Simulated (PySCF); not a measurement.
Compound: silanimine, H₃NSi.
Cartesian coordinates in Å at the PBE0-D3(BJ)/def2-SVP level; atoms count from 1:
```
atom  x, y, z in Å
N1     1.077   -0.529    0.018
Si2   -0.435    0.003   -0.007
H3     1.856    0.126   -0.013
H4    -0.953    1.405   -0.075
H5    -1.527   -0.999    0.043
```

Computed at PBE0/pcSseg-1 (PySCF, non-relativistic), with Q(14N) = 0.02044 b: N1, 14N (I = 1): χzz = -3.036 MHz, η = 0.135.

Problem. Find the zero-field quadrupole resonance frequencies of 14N at N1.

Solution. From ν± = (3/4)|χ|(1 ± η/3) and ν0 = |χ|η/2: ν+ 2.380 MHz, ν− 2.175 MHz, ν0 0.205 MHz (nitrogen bonded to Si and H).

In a crystal, neighbours and librations shift these lines. Geometry: PBE0-D3(BJ)/def2-SVP; no solvent, vibrations or thermal averaging. With so small a basis the couplings can be 20 % off.

The run behind these numbers computed NMR shieldings as well. Hardware: one thread of an Intel Xeon at 2.30 GHz (shared host). Cost: 2.5 s wall (grids of density and orbitals included), 0.30 GiB resident at most.
